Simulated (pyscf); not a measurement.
PySCF, gas phase, ωB97X-D3(BJ)/def2-SVP geometries.

Q: Estimate the classical barrier height and the reaction energy of `[CH3][Ga]([CH3])[Cl]` + `[H]` [doublet] -> `[CH3][Ga][CH3]` [doublet] + `[ClH]` at M06-2X/def2-TZVP. The step runs on the doublet surface, breaks Cl–Ga and forms Cl–H; take the separated reactants as zero.

A: ΔE‡ = 17.7 kcal/mol, ΔE = +7.3 kcal/mol. ωB97M-D3(BJ)/def2-TZVP gives 18.3 kcal/mol and +5.3 kcal/mol. Zero-point energy shifts the barrier by +0.6 kcal/mol. It is an atom transfer, with an imaginary mode of 1352i cm⁻¹. On the product side the descent ends in a complex, 4.9 kcal/mol under the separated species and 15.7 kcal/mol under the saddle at ωB97X-D3(BJ)/def2-TZVP. At ωB97X-D3(BJ)/def2-TZVP the barrier from the zero used here is 21.0 kcal/mol. This is the saddle that the search found; another between the same sides may lie lower. The angle at the transferred Cl is 145°. Elements up to Kr have no core potential and no relativistic terms here.
